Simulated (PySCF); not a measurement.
Ligands exchanged one at a time, B F-NH2. Isolated molecules, 0 K electronic values unless said otherwise. Strings in code marks are SMILES.

Calculation: PBE-D3(BJ)/def2-TZVP // B3LYP-D3(BJ)/def2-TZVP run with PySCF. All candidates: neutral, multiplicity 1. Excitations are Tamm–Dancoff values on a coarser integration grid. The basis has no diffuse functions, so Rydberg states are missing or too high.

- HOMO: -7.12 eV
- dipole moment: 2.69 D
- T1 excitation (TDA): 6.75 eV

Question: Name which member has these values.
A. `NB(N)N`
B. `NB(N)F`
C. `NB(F)F`
D. `FB(F)F`

Answer: C, `NB(F)F`. The others give `FB(F)F`: -10.00 eV, 0.00 D, 9.44 eV; `NB(N)F`: -5.69 eV, 2.31 D, 5.54 eV; `NB(N)N`: -5.08 eV, 0.03 D, 5.06 eV
